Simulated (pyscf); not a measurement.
`[Cl][GaH][Cl]` + `[H]` [doublet] → `[Cl]` [doublet] + `[Cl][Ga]` [singlet] + `[H][H]`, gas phase, doublet surface. PySCF, gas phase, ωB97X-D3(BJ)/def2-SVP geometries. ΔG in kcal/mol from ωB97M-D3(BJ)/def2-TZVP energies (ideal gas, 1 atm, RRHO with modes under 100 cm⁻¹ raised to 100, one conformer, R ln 2 for chiral ones without a mode under 150 cm⁻¹).

```
T (K)     ΔG
-----  -----
298    +15.2
600        ?
900     -1.1
1200    -8.9
```

Problem. Fit a line to the three values, predict ΔG at 600 K, and estimate where the reaction turns favourable at 1 atm of each gas.

Solution. Least squares gives ΔG = +23.1 − 26.8 × T/1000 K, so ΔS is about +112 J/(mol K) and ΔH about +23.1 kcal/mol over this range (ΔH at 298 K: +23.5). At 600 K the line gives +7.0; the computed value is +6.9. ΔG = 0 falls near 860 K; 1 kcal/mol in the energy moves that by 37 K. This is thermodynamics alone and says nothing of the barrier. Left out: orbital degeneracy and the spin-orbit lowering of Cl. Elements up to Kr have no core potential and no relativistic terms here.
